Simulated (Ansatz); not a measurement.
## Ansatz (development build ahead of 0.2.0) run

```yaml
crystal:
  periodic: [false, false, false]
  atoms:
    - { symbol: C, position_ang: [-0.02015, -0.02207, -1.1722] }
    - { symbol: C, position_ang: [0.01854, -0.01974, 0.29118] }
    - { symbol: "N", position_ang: [-0.02298, 0.01814, 1.42858] }
    - { symbol: H, position_ang: [0.0106, -1.00514, -1.54576] }
    - { symbol: H, position_ang: [-0.89165, 0.50163, -1.52921] }
    - { symbol: H, position_ang: [0.86753, 0.52532, -1.54352] }
basis:
  gaussian: { orbitals: def2-SVP }
magnetization:
  spin_polarized: true
  initial_magnetization: 2
hamiltonian:
  xc: hf
correlation:
  method: mp2
  frozen_orbitals: { C: 1, H: 0, "N": 1 }
output:
  forces: true
```

The input is written out in the form of the current development build from the run's settings.

Output:

| Property | Result |
| --- | --- |
| Converged | yes |
| Reference energy | -131.60394 hartree |
| Correlation energy | -0.35307 hartree |
| Total energy | -131.95701 hartree |
| Spin squared of the determinant | 2.016 |
| Stability test | minimum |

Forces (eV/Å):
| atom | Fx | Fy | Fz |
| --- | --- | --- | --- |
| C1 | 0.443 | 1.939 | 1.972 |
| C2 | 2.378 | -1.640 | -19.977 |
| N3 | -1.523 | 1.047 | 19.584 |
| H4 | -0.111 | -1.691 | -0.611 |
| H5 | -0.991 | 0.432 | -0.964 |
| H6 | -0.196 | -0.088 | -0.006 |

Caution: another spin multiplicity may lie lower.
